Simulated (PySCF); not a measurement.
# Stationary points of PH₃⁺

Computed with PySCF, PBE0, basis P def2-TZVP, H def2-TZVP (no relativity, density fitting).

Relaxations began from a few typed shapes; open shells are unrestricted. The search is not exhaustive: other isomers or separated fragments can lie lower, and high-lying points may rest on an excited occupation.

```
   spin  group             bonds             angles  imaginary modes (cm⁻¹)  ΔE (kJ/mol)  ΔE with ZPE (kJ/mol)
doublet    C3v  P–H 1.405 Å (×3)  H–P–H 113.3° (×3)                    none          0.0                   0.0
doublet    D3h  P–H 1.399 Å (×3)  H–P–H 120.0° (×3)                    616i         11.4                     –
```

The lowest minimum found is the doublet C3v: P–H 1.405 Å (×3); H–P–H 113.3° (×3).
